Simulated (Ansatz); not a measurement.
Cost and result for the atomization energy of C$_{4}$H$_{7}$F, SMILES `C=CC(C)F` (12 atoms, 11 bonds).

```xyz
12

C    -0.197    1.061   -1.660
C     0.475    0.589   -0.622
C     0.182   -0.700    0.069
C    -0.184   -0.512    1.525
F    -0.859   -1.360   -0.566
H    -1.024    0.509   -2.088
H     0.064    2.011   -2.111
H     1.307    1.150   -0.202
H     1.058   -1.358   -0.009
H    -0.382   -1.478    1.993
H     0.634   -0.027    2.062
H    -1.074    0.115    1.609
```

Total charge 0; spin multiplicity 1. The geometry is a stationary point of PBE0-D4/def2-TZVP. It is one conformer, not always the lowest. Program: Ansatz. All runs use 4 threads of an Intel Xeon Platinum 8375C on a shared host. Times are those of one run each, without the atoms' runs, and a repeat can differ threefold. Electronic energies, without spin–orbit coupling; frozen cores. CCSD(T)/CBS adds CCSD(T) − MP2 in def2-TZVPP to the MP2 limit, and its time is that of the two runs behind it. T1 = 0.011. B3LYP takes the VWN-RPA correlation (the form of Gaussian; ORCA's B3LYP/G). HSE06 is the plane-wave form, built on full-range PBE exchange.

CCSD(T)/CBS is a level of theory with its own doubt, some kJ/mol a heavy atom from the limit and from the frozen cores, so smaller differences don't rank the functionals.

```
                            level  functions  atomization (kcal/mol)  difference from CCSD(T)/CBS  per bond
                 CCSD(T)/def2-SVP        105                  1120.6                        -44.1      -4.0
               BLYP-D4/def2-TZVPP        253                  1164.6                         -0.1       0.0
              HSE06-D4/def2-TZVPP        253                  1174.6                          9.9       0.9
               ωB97X-V/def2-TZVPP        253                  1165.9                          1.2       0.1
              PBE-QIDH/def2-TZVPP        253                  1162.9                         -1.8      -0.2
              BHLYP-D4/def2-TZVPP        253                  1134.0                        -30.7      -2.8
                   MP2/def2-QZVPP        495                  1171.5                          6.8       0.6
                CCSD(T)/CBS(def2)          –                  1164.7                          0.0       0.0
               CCSD(T)/def2-TZVPP        253                  1139.0                        -25.7      -2.3
 ωB97M-V/def2-TZVPP (with forces)        253                  1168.5                          3.8       0.3
B3LYP-D4/def2-TZVPP (with forces)        253                  1166.5                          1.8       0.2
                B97M-V/def2-TZVPP        253                  1167.1                          2.4       0.2
  PBE-D4/def2-TZVPP (with forces)        253                  1193.9                         29.2       2.7
```

(1) Order the runs by time, with rough figures. (An estimate is asked.)

Answers

(1) Computed: BLYP-D4/def2-TZVPP 1.6 s; BHLYP-D4/def2-TZVPP 1.9 s; PBE-D4/def2-TZVPP (with forces) 1.9 s; HSE06-D4/def2-TZVPP 2.3 s; B3LYP-D4/def2-TZVPP (with forces) 3 s; CCSD(T)/def2-SVP 3.9 s; PBE-QIDH/def2-TZVPP 4.4 s; ωB97X-V/def2-TZVPP 4.8 s; B97M-V/def2-TZVPP 5.5 s; ωB97M-V/def2-TZVPP (with forces) 7.5 s; MP2/def2-QZVPP 18 s; CCSD(T)/def2-TZVPP 90 s; CCSD(T)/CBS(def2) 110 s.

From BLYP to BHLYP (50 % exact exchange), in def2-TZVPP and without D4, the atomization energy moves by −25.2 kcal/mol: exact exchange takes away binding that semilocal exchange gives to molecules. At CCSD(T), def2-SVP lies −44.1 kcal/mol from the extrapolated value and def2-TZVPP −25.7 kcal/mol: correlation converges slowly with the basis, and small sets miss more of it in the bonded molecule than in its fragments. In def2-TZVPP, CCSD(T) changes the Hartree–Fock value by +268.5 kcal/mol (the triples alone add +16.0 kcal/mol) and MP2 by +285.9 kcal/mol; breaking electron pairs costs correlation energy, which Hartree–Fock lacks.
